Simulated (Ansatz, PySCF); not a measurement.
Molecule: NaCl, net charge 0, singlet state. 
Coordinates optimised at B3LYP-D3(BJ)/def2-TZVP (Ansatz, a program for electronic structure):
```
Na
Cl 1 2.3632
```
Charge 0, spin multiplicity 1.

Quantity: vertical ionisation energy (to the doublet state of charge +1; each state is the SCF solution reached for its spin), in eV. Cores are frozen in the correlated levels unless marked. UHF or UKS for open shells. Spin-orbit coupling is left out. Non-relativistic. 

| level | program | vertical ionisation energy (eV) |
|---|---|---|
| SVWN5/def2-TZVPD | Ansatz | 9.62 |
| PBE/def2-TZVPD | Ansatz | 9.33 |
| PBE0/def2-TZVPD | Ansatz | 9.24 |
| BHLYP/def2-TZVPD | Ansatz | 9.09 |
| CAM-B3LYP/def2-TZVPD | Ansatz | 9.31 |
| CCSD(T)/def2-SVPD | Ansatz | 8.98 |

For comparison, minus the highest occupied orbital energy (PySCF): 9.63 eV at HF/def2-TZVPD, 6.61 eV at PW6B95/def2-TZVPD, 7.21 eV at MN15/def2-TZVPD.
